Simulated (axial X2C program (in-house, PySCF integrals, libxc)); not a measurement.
Correcting the dissociation energy of PF⁺ for spin–orbit coupling

A spin-free CCSD(T) curve (one-electron X2C) was computed with an axial X2C code built on PySCF integrals, basis P dyall-v3z [8s7p2d1f], F dyall-av3z [7s6p3d2f] (cores contracted in-house), for the state M_S = 1/2, Λ = 1 (beyond evenly filled blocks: π+α). It gives D0 = 5.208 eV to P+ + F, which in a spin-free picture are the weighted means of the ground terms.

Correlated methods: 11 electrons correlated (number of frozen shells: P 2 s, 1 p; F 1 s), 167 virtual spin orbitals or spinors in MP2, 90 natural virtuals in coupled cluster.

Measured levels of the ground terms (NIST Handbook of Basic Atomic Spectroscopic Data), in cm⁻¹: P+ 3P: J = 0 at 0, J = 1 at 164.9, J = 2 at 469.1; F 2P: J = 3/2 at 0, J = 1/2 at 404.1.

The two components of the molecular doublet are 334 cm⁻¹ apart in the PBE0 2c search (Ω = 1/2 lower), so the lower one lies 167 cm⁻¹ under their mean.

How far does each ground level lie under the (2J+1)-weighted mean of its term?

P+: (1 × 0 + 3 × 164.9 + 5 × 469.1)/9 = 316 cm⁻¹; F: (4 × 0 + 2 × 404.1)/6 = 135 cm⁻¹.

Correct D0.

D0 = 5.208 + (167 − 451)/8065.5 = 5.173 eV at CCSD(T) with these spin–orbit terms.

Second-order spin–orbit effects in the molecule, which grow quickly with Z, are left out. One determinant describes the state; a PBE0 search over occupations chose it and may have missed a lower one. De is counted from the lowest determinant-based energies of the atoms at the same level, without counterpoise correction. Coupled cluster ran in a truncated set of natural virtual spinors; the MP2 energy of the rest was added. (T) has no such correction and the atoms are truncated less, which lowers De at CCSD(T) by a hundredth of an eV or more.
